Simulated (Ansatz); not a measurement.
## AsH⁺, quartet along the distance As1-H2

Starting geometry (the point of the scan at 1.781 Å, not a stationary one):

| atom | x (Å) | y (Å) | z (Å) |
| --- | --- | --- | --- |
| As | 0.0000 | 0.0000 | 0.0000 |
| H | 0.0000 | 0.0000 | 1.7810 |

From there H2 moves along the line of the two atoms named below, all else staying in place; atoms are numbered as listed. Energies are in eV, counted from the starting geometry at the same level.

Basis cc-pVQZ; Ansatz 0.2.0. Only valence electrons are correlated (noble-gas cores and the filled d shells of p-block atoms frozen). R marks a restricted (for open shells ROHF) determinant, U an unrestricted one. No spin–orbit coupling is included, and no scalar relativity.

Full CI isn't at hand for all of this; UCCSDT(Q) serves as the reference, and is uncertain by about the last step of the cluster series.

```
distance As1-H2 (Å)   UMP2
              1.781  0.000
              2.019  0.257
              2.286  0.524
              2.644  0.800
              2.990  0.973
              3.696  1.124
              4.413  1.162
              5.569  1.174
```

Question: Estimate the UCCSDT(Q) curve in cc-pVQZ from this one, knowing how UMP2 errs.

Answer: The computed UCCSDT(Q) values, in eV from the starting point, and the error of UMP2 against them:
| distance As1-H2 (Å) | UCCSDT(Q) | UMP2 less UCCSDT(Q) |
| --- | --- | --- |
| 1.781 | 0.000 | 0.000 |
| 2.019 | 0.270 | -0.012 |
| 2.286 | 0.567 | -0.043 |
| 2.644 | 0.871 | -0.071 |
| 2.990 | 1.058 | -0.085 |
| 3.696 | 1.220 | -0.096 |
| 4.413 | 1.260 | -0.098 |
| 5.569 | 1.273 | -0.099 |

The error spans 0.099 eV and is largest, -0.099 eV, at 5.569 Å.
